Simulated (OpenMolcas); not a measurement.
# One shape, several levels: AlH5S (SMILES [AlH3-][SH2+])

We compute a comparison of 6 runs (HF/STO-3G, HF/def2-SVP, B3LYP/6-31G*, SVWN5/cc-pVDZ, MP2/def2-SVP) of AlH5S. 

The calculation is run with OpenMolcas 26.06.

5 further runs of the same task are left out: 2 that didn't finish, 3 set aside as unsound or not needed.

## Step 1: Starting point

AlH5S has 7 atoms, charge 0, and is taken as a singlet. SMILES: `[AlH3-][SH2+]`. Geometry: a GFN2-xTB relaxation, a rough one for these elements and not checked as a minimum.

Bond lengths: Al1–S2 2.501 Å, Al1–H3 1.558 Å, Al1–H4 1.572 Å, Al1–H5 1.571 Å, S2–H6 1.331 Å, S2–H7 1.332 Å. Angles: Al1–S2–H6 91.2°, Al1–S2–H7 90.9°, S2–Al1–H3 98.8°, S2–Al1–H4 93.0°, S2–Al1–H5 93.1°, H6–S2–H7 92.5°, H3–Al1–H4 119.8°, H3–Al1–H5 120.1°, H4–Al1–H5 117.9°.

## Step 2: Energy and forces at HF/STO-3G (run 1)

mol.inp

```
&GATEWAY
BasLib
$CurrDir
Coord
7
angstrom
Al      -0.539250      -0.762430      -0.494580
S        0.936970       0.542340       1.046210
H       -0.328160      -2.179760       0.115750
H       -1.815890       0.070930      -0.112290
H        0.265760      -0.327820      -1.771690
H       -0.001690       1.473060       1.202130
H        1.482260       1.183670       0.014470
Basis
STO-3G
Group
NoSym
&SEWARD
&SCF
Thresholds
1e-10 1e-07 1e-07 1e-05
PrOrbitals
0
&ALASKA
```

The basis set STO-3G is read from a file made from the Basis Set Exchange's data (not shown).

Command:

```
export MOLCAS_MEM=1860
pymolcas mol.inp > mol.log
```

What it wrote:

```text
--- Start Module: gateway ---
[...]
--- Stop Module: gateway /rc=_RC_ALL_IS_WELL_ ---
[...]
      Basis functions           23
[...]
--- Start Module: scf ---
[...]
       Convergence after   9 Iterations
[...]
::    Total SCF energy                               -635.0577002603
[...]
      Total spin, S                                     0.0000000000
[...]
      Total electronic charge=   34.000000
      Total            charge=   -0.000000
[...]
      Dipole Moment (debye):
      Origin of the operator (angstrom)=    0.2345   -0.0470    0.3055
                   X=  1.4081E+00               Y=  2.4356E+00               Z=  1.1669E+00           Total=  3.0457E+00
      Quadrupole Moment (debye*angstrom):
[...]
--- Stop Module: scf /rc=_RC_ALL_IS_WELL_ ---
--- Start Module: alaska ---
[...]
 *              Molecular gradients               *
 **************************************************
  Irreducible representation: a
 ------------------------------------------------------------------------------------------
                              X                       Y                       Z
 ------------------------------------------------------------------------------------------
  AL1              -1.54305822389755E-03   -4.22747950219726E-03   -1.96542366060104E-03
  S2                9.56012499642966E-03    2.36505454188290E-03    1.21273603487975E-02
  H3                6.68116436342731E-03   -3.13277885161893E-02    1.62639909004962E-02
  H4               -3.02701049828524E-02    2.35371509342555E-02    1.20940739588944E-02
  H5                2.26112075132296E-02    1.34069843200719E-02   -3.00900388602643E-02
  H6               -2.93336085526530E-03   -2.03734764577046E-03   -4.48781484243099E-03
  H7               -4.10597281105685E-03   -1.71657413206017E-03   -3.94214784491842E-03
 ------------------------------------------------------------------------------------------
--- Stop Module: alaska /rc=_RC_ALL_IS_WELL_ ---
[...]
```

It took 1.3 s on 1 thread of Intel Xeon 6975P-C (Granite Rapids), shared host; peak memory 0.37 GiB.

## Step 3: Energy and forces at HF/def2-SVP (run 2)

calc.inp

```
>>> EXPORT MOLCAS_PRINT=2

&GATEWAY
 BasLib=$CurrDir
 Coord
 7
 bohr
 Al    -1.01903481    -1.44078389    -0.93462075
 S      1.77061669     1.02487407     1.97705037
 H     -0.62013253    -4.11914942     0.21873580
 H     -3.43153477     0.13403827    -0.21219735
 H      0.50221361    -0.61949002    -3.34800888
 H     -0.00319364     2.78367997     2.27169647
 H      2.80106545     2.23681212     0.02734434
 Basis=def2-SVP
 Group=NoSym

&SEWARD

&SCF
 Thresholds=1e-10 1e-07 1e-07 1e-05
 PrOrbitals=1 1

&ALASKA
```

The basis set def2-SVP is read from a file made from the Basis Set Exchange's data (not shown).

Command:

```
export MOLCAS_MEM=1860
pymolcas calc.inp > calc.log
```

What it wrote:

```text
--- Start Module: gateway ---
[...]
--- Stop Module: gateway /rc=_RC_ALL_IS_WELL_ ---
[...]
      Basis functions           61
[...]
--- Start Module: scf ---
[...]
       Convergence after  11 Iterations
[...]
::    Total SCF energy                               -642.1332207464
[...]
      Total spin, S                                     0.0000000000
[...]
      Total electronic charge=   34.000000
      Total            charge=   -0.000000
[...]
      Dipole Moment (debye):
      Origin of the operator (angstrom)=    0.2345   -0.0470    0.3055
                   X=  1.6300E+00               Y=  2.7810E+00               Z=  1.3636E+00           Total=  3.5000E+00
      Quadrupole Moment (debye*angstrom):
[...]
--- Stop Module: scf /rc=_RC_ALL_IS_WELL_ ---
--- Start Module: alaska ---
[...]
 *              Molecular gradients               *
 **************************************************
  Irreducible representation: a
 ------------------------------------------------------------------------------------------
                              X                       Y                       Z
 ------------------------------------------------------------------------------------------
  AL1               3.05146511520871E-03    2.37051570050539E-03    2.58333382015863E-03
  S2               -6.18938757526344E-03   -8.75105613069316E-03   -5.12587481096816E-03
  H3                1.03824803198860E-03    9.53617231804715E-03   -8.27149613032097E-04
  H4                7.44441207996438E-03   -8.30721573537696E-04    1.04799558572866E-03
  H5               -8.39602630641423E-04    7.45023629391328E-04    7.61482037678851E-03
  H6                9.17420744349418E-04   -2.18392812034596E-03   -5.02786176994285E-03
  H7               -5.42255576560668E-03   -8.86005823339531E-04   -2.65263588717701E-04
 ------------------------------------------------------------------------------------------
--- Stop Module: alaska /rc=_RC_ALL_IS_WELL_ ---
[...]
```

Run time: 2.3 s. Hardware: 1 thread of Intel Xeon 6975P-C (Granite Rapids), shared host; peak memory 0.39 GiB.

## Step 4: Energy and gradient at B3LYP/6-31G(d) (spherical functions) (run 3)

test.inp

```
* AlH5S Kohn-Sham DFT

&GATEWAY
  BasLib = $CurrDir
  Coord
  7
  angstrom
  Al      -0.539250      -0.762430      -0.494580
  S        0.936970       0.542340       1.046210
  H       -0.328160      -2.179760       0.115750
  H       -1.815890       0.070930      -0.112290
  H        0.265760      -0.327820      -1.771690
  H       -0.001690       1.473060       1.202130
  H        1.482260       1.183670       0.014470
  Basis = 6-31Gs
  Group = NoSym

&SEWARD
  GridInput
  Grid=UltraFine
  End of Grid

&SCF
  KSDFT = B3LYP
  Thresholds = 1e-10 1e-07 1e-07 1e-05
  PrOrbitals = 1 2

&ALASKA
```

The basis set 6-31G* is read from a file made from the Basis Set Exchange's data (not shown).

Command:

```
export MOLCAS_MEM=1860
pymolcas test.inp > test.log
```

What it wrote:

```text
--- Start Module: gateway ---
[...]
--- Stop Module: gateway /rc=_RC_ALL_IS_WELL_ ---
[...]
      Basis functions           46
[...]
--- Start Module: scf ---
[...]
       Convergence after  12 Iterations
[...]
::    Total KS-DFT energy                            -643.5995592155
[...]
      Total spin, S                                     0.0000000000
[...]
      Total electronic charge=   34.000000
      Total            charge=   -0.000000
[...]
      Dipole Moment (debye):
      Origin of the operator (angstrom)=    0.2345   -0.0470    0.3055
                   X=  1.6235E+00               Y=  2.8168E+00               Z=  1.3494E+00           Total=  3.5201E+00
      Quadrupole Moment (debye*angstrom):
[...]
--- Stop Module: scf /rc=_RC_ALL_IS_WELL_ ---
[...]
--- Start Module: alaska ---
[...]
 *              Molecular gradients               *
 **************************************************
  Irreducible representation: a
 ------------------------------------------------------------------------------------------
                              X                       Y                       Z
 ------------------------------------------------------------------------------------------
  AL1               1.74160411303159E-03    9.79775273342476E-04    1.33484882068391E-03
  S2               -6.57560267792334E-03    3.88477419757521E-03   -8.72707642601966E-03
  H3                2.03613489046212E-04    1.01465048711322E-02   -2.06524343212333E-03
  H4                7.81412140794924E-03   -2.18919975611254E-03    1.18780003275143E-04
  H5               -2.10477405341236E-03   -3.25156369861523E-04    8.01335879490406E-03
  H6                5.41461924303821E-03   -7.44545639350758E-03   -3.96918957804571E-03
  H7               -6.49358152171753E-03   -5.05124182256056E-03    5.29452181729662E-03
 ------------------------------------------------------------------------------------------
--- Stop Module: alaska /rc=_RC_ALL_IS_WELL_ ---
[...]
```

It took 9 s on 1 thread of Intel Xeon 6975P-C (Granite Rapids), shared host; peak memory 0.38 GiB.

Runs 4 to 5 aren't shown in full; the table further down has their settings and results.

## Step 5: The energy at MP2/def2-SVP (run 6)

coord.xyz

```xyz
7

Al    -0.539250    -0.762430    -0.494580
S      0.936970     0.542340     1.046210
H     -0.328160    -2.179760     0.115750
H     -1.815890     0.070930    -0.112290
H      0.265760    -0.327820    -1.771690
H     -0.001690     1.473060     1.202130
H      1.482260     1.183670     0.014470
```

calc.input

```
* AlH5S MP2
&GATEWAY
BASLIB=$CurrDir
COORD=coord.xyz
BASIS=def2-SVP
GROUP=NoSym
&SEWARD
&SCF
THRESHOLDS=1e-10 1e-07 1e-07 1e-05
PRORBITALS=1 1
&MBPT2
FROZEN=10
```

The basis set def2-SVP is read from a file made from the Basis Set Exchange's data (not shown).

Command:

```
export MOLCAS_MEM=1860
pymolcas calc.input > calc.log
```

What it wrote:

```text
--- Start Module: gateway ---
[...]
--- Stop Module: gateway /rc=_RC_ALL_IS_WELL_ ---
[...]
      Basis functions           61
[...]
--- Start Module: scf ---
[...]
       Convergence after  11 Iterations
[...]
::    Total SCF energy                               -642.1332207464
[...]
      Total spin, S                                     0.0000000000
[...]
      Total electronic charge=   34.000000
      Total            charge=   -0.000000
[...]
      Dipole Moment (debye):
      Origin of the operator (angstrom)=    0.2345   -0.0470    0.3055
                   X=  1.6300E+00               Y=  2.7810E+00               Z=  1.3636E+00           Total=  3.5000E+00
      Quadrupole Moment (debye*angstrom):
[...]
--- Stop Module: scf /rc=_RC_ALL_IS_WELL_ ---
--- Start Module: mbpt2 ---
[...]
WARNING!
Default frozen orbitals as non valence orbitals is overwritten by user input.
Default values:   7
[...]
       Reference weight ( Cref**2 )         =        0.91413
::    Total MBPT2 energy                             -642.3605352050
[...]
      Total MBPT2 calculations                           0.06      0.06
--- Stop Module: mbpt2 /rc=_RC_ALL_IS_WELL_ ---
[...]
```

Run time: 1.9 s. Hardware: 1 thread of Intel Xeon 6975P-C (Granite Rapids), shared host; peak memory 0.4 GiB.

## Step 6: All runs side by side

```tsv
run	level	integration grid	Cartesian functions	energy (Eh)	dipole moment (D) of the reference	HOMO energy (eV)	LUMO energy (eV)	wall time
1	HF/STO-3G	–	no	-635.057700	3.05	-8.44	10.87	1.3 s
2	HF/def2-SVP	–	no	-642.133221	3.50	-11.03	2.94	2.3 s
3	B3LYP/6-31G* (spherical functions)	UltraFine	no	-643.599559	3.52	-7.61	-0.71	9 s
4	B3LYP/6-31G* (Cartesian functions)	UltraFine	yes	-643.603820	3.52	-7.61	-0.71	9.3 s
5	SVWN5/cc-pVDZ	UltraFine	no	-641.107875	3.59	-6.52	-1.41	8.1 s
6	MP2/def2-SVP	–	no	-642.360535	3.50	-11.03	2.94	1.9 s
```

## Step 7: Outcome

```
                                           quantity          value
                                run 6: total energy  -642.36054 Eh
          run 6: dipole moment (mean-field density)         3.50 D
         run 6: HOMO energy (Hartree–Fock orbitals)      -11.03 eV
         run 6: LUMO energy (Hartree–Fock orbitals)        2.94 eV
       run 6: HOMO–LUMO gap (Hartree–Fock orbitals)       13.97 eV
run 6: correlation energy (10 core orbitals frozen)     -227.3 mEh
```

**Reading.** Over runs 1, 2, 3, 4, 5 the dipole moment (its size) runs from 3.05 D (HF/STO-3G) to 3.59 D (SVWN5/cc-pVDZ). The two ends differ in method and basis. Over runs 1, 2, 3, 4, 5 the HOMO–LUMO gap runs from 5.11 eV (SVWN5/cc-pVDZ) to 19.32 eV (HF/STO-3G). Totals of different functionals can't be ranked against each other. In run 1 the basis is minimal, so the values are rough. All runs together took 32 s, the longest 9.3 s.
